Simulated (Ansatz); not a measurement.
Stepwise reaction of `[Cl][Mg][Cl]` with hydrogen, as a gas-phase model of exchange steps in deposition or etching. ΔE in kJ/mol; ΔG adds harmonic PBE0-D4 terms to CCSD(T)/CBS, at 1 bar.

Program: Ansatz. Geometries: PBE0-D4/def2-TZVP. ΔE: electronic, gas phase. CBS: MP2 limit from def2 TZ/QZ plus the TZ coupled-cluster correction, frozen cores. This one scheme is used for every species. DFT in def2-TZVPP. B3LYP here is the variant with VWN-RPA as its local correlation; programs differ in this. For Mg outer-core shells are correlated without core-valence functions, which leaves a few kJ/mol of doubt a bond.

```tsv
step	reaction	PBE-D4	B3LYP-D4	ωB97M-V	CCSD(T)/CBS	ΔG(500 K)
2	`[MgH][Cl]` + H₂ → `[MgH2]` + HCl	179.3	183.7	184.2	189.5	182.9
```

(1) Give the row of step 1, `[Cl][Mg][Cl]` + H₂ → `[MgH][Cl]` + HCl. (Estimate.)

(2) By hand: ΔE of the 2 steps together at CCSD(T)/CBS.

Results:

(1) Ansatz gave: 
| step | reaction | PBE-D4 | B3LYP-D4 | ωB97M-V | CCSD(T)/CBS | ΔG(500 K) |
| --- | --- | --- | --- | --- | --- | --- |
| 1 | `[Cl][Mg][Cl]` + H₂ → `[MgH][Cl]` + HCl | 166.0 | 171.2 | 170.3 | 177.4 | 164.4 |

(2) (177.4) + (189.5) = 366.9 kJ/mol, or 183.4 kJ/mol a step.

In ΔE each step is higher than the one before. All are uphill at CCSD(T)/CBS. ΔG lies between 164.4 and 182.9 kJ/mol a step. PBE-D4 differs from CCSD(T)/CBS by -11.4 to -10.2 kJ/mol a step. Isolated molecules leave out the surface, adducts and barriers. Largest T1 diagnostic: 0.007.
